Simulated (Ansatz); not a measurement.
Correlation energies of CH4AlCl (`[CH3][AlH][Cl]`) by basis set

```xyz
7

C    -0.4760    0.0201    0.8090
Al    0.4608   -0.1545   -0.8788
Cl    1.5970    1.4635   -1.6012
H    -1.5504   -0.1384    0.6694
H    -0.3327    0.9996    1.2686
H    -0.1394   -0.7432    1.5180
H     0.4407   -1.4471   -1.7850
```

The species carries charge 0 and has multiplicity 1. Geometry: relaxed with PBE0-D4/def2-TZVP. Frozen core, restricted reference, the Gaussian-basis code of Ansatz. CBS rows extrapolate triple and quadruple zeta; past MP2 they add the triple-zeta difference.

```json
{"basis": "def2-SVP", "HF (Eh)": "-741.44075", "MP2 corr.": "?", "CCSD corr.": "-0.38119", "(T)": "?", "CCSD(T) total": "?"}
{"basis": "def2-TZVPP", "HF (Eh)": "-741.72738", "MP2 corr.": "-0.44746", "CCSD corr.": "?", "(T)": "-0.01827", "CCSD(T) total": "?"}
{"basis": "def2-QZVPP", "HF (Eh)": "-741.74926", "MP2 corr.": "-0.48484", "CCSD corr.": "–", "(T)": "–", "CCSD(T) total": "–"}
{"basis": "CBS(def2)", "HF (Eh)": "?", "MP2 corr.": "-0.51252", "CCSD corr.": "-0.55362", "(T)": "as TZ", "CCSD(T) total": "?"}
```

Problem. Fill in the withheld values. (Best estimate.)

Solution. The calculation gave: def2-SVP MP2 corr.: -0.34172; def2-SVP (T): -0.00858; def2-SVP CCSD(T) total: -741.83052; def2-TZVPP CCSD corr.: -0.48856; def2-TZVPP CCSD(T) total: -742.23421; CBS(def2) HF (Eh): -741.75227; CBS(def2) CCSD(T) total: -742.32416.
